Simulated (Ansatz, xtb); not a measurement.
# Relative energy of two isomers of BClH4Si

Structure I is `[SiH3]BCl`, a singlet and structure II is `B[SiH2]Cl`, a singlet. Both are isolated molecules in the gas phase, relaxed with PBE0-D3(BJ)/pcseg-1; the shapes shown needn't be the lowest conformers.

I (Å):

```xyz
7

B    -0.1594   -0.0268    1.8254
Cl   -1.5005    1.0375    2.1833
Si   -0.3550   -2.0362    1.8701
H    -1.7321   -2.4789    2.2360
H     0.6212   -2.5939    2.8576
H    -0.0021   -2.5847    0.5233
H     0.8747    0.5170    1.5540
```

II (Å):

```yaml
atoms:
  - { symbol: B, position_ang: [0.2259, -2.0780, 2.5132] }
  - { symbol: Cl, position_ang: [-2.6376, -0.6963, 1.2687] }
  - { symbol: Si, position_ang: [-0.5660, -0.5726, 1.4487] }
  - { symbol: H, position_ang: [-0.4318, -2.9574, 2.9936] }
  - { symbol: H, position_ang: [1.4166, -2.0949, 2.6743] }
  - { symbol: H, position_ang: [-0.0038, -0.5624, 0.0648] }
  - { symbol: H, position_ang: [-0.2571, 0.7392, 2.0930] }
```

Question: Estimate which is lower in electronic energy at CCSD(T)/def2-TZVP, and by roughly how much.

Answer: The CCSD(T)/def2-TZVP calculation puts structure I lower, by 2.4 kcal/mol.

Level by level:

```json
{"level": "GFN2-xTB", "geometry": "GFN2-xTB", "E(II) − E(I) (kcal/mol)": "−5.5", "departure from the last row (kcal/mol)": "−7.9", "job, with rough time for the two": "optimisation, 0.093 s"}
{"level": "HF/STO-3G", "geometry": "GFN2-xTB", "E(II) − E(I) (kcal/mol)": "−3.6", "departure from the last row (kcal/mol)": "−6.0", "job, with rough time for the two": "single point, 0.36 s"}
{"level": "r2SCAN-D4/def2-SVP", "geometry": "GFN2-xTB", "E(II) − E(I) (kcal/mol)": "+7.0", "departure from the last row (kcal/mol)": "+4.6", "job, with rough time for the two": "single point, 3.9 s"}
{"level": "PBE0-D3(BJ)/pcseg-1", "geometry": "PBE0-D3(BJ)/pcseg-1", "E(II) − E(I) (kcal/mol)": "+3.9", "departure from the last row (kcal/mol)": "+1.5", "job, with rough time for the two": "optimisation, 1.8 min"}
{"level": "HF/def2-TZVP", "geometry": "PBE0-D3(BJ)/pcseg-1", "E(II) − E(I) (kcal/mol)": "−1.4", "departure from the last row (kcal/mol)": "−3.8", "job, with rough time for the two": "part of the CCSD(T) run"}
{"level": "MP2/def2-TZVP", "geometry": "PBE0-D3(BJ)/pcseg-1", "E(II) − E(I) (kcal/mol)": "+1.9", "departure from the last row (kcal/mol)": "−0.5", "job, with rough time for the two": "part of the CCSD(T) run"}
{"level": "CCSD(T)/def2-TZVP", "geometry": "PBE0-D3(BJ)/pcseg-1", "E(II) − E(I) (kcal/mol)": "+2.4", "departure from the last row (kcal/mol)": "", "job, with rough time for the two": "single point, 31 s"}
```

As drawn, II has 1 Cl–Si, 1 B–H in place of 1 B–Cl, 1 Si–H.

GFN2-xTB, HF/STO-3G, HF/def2-TZVP put the two in the other order. The largest departure from CCSD(T)/def2-TZVP is that of GFN2-xTB, 7.9 kcal/mol.

With harmonic frequencies from PBE0-D3(BJ)/pcseg-1 (ideal gas, rigid rotor, one conformer each, 200 K, 1 atm): on the last row, ΔE + ΔZPE = +2.6 kcal/mol. A mode under 50 cm⁻¹ makes harmonic enthalpies and free energies unreliable, so none is given.

The correlated steps freeze 11 core orbitals. Programs: Ansatz 0.2.0, xtb 6.7.1; the last row on 1 thread of Arm Neoverse V1 on a shared host.
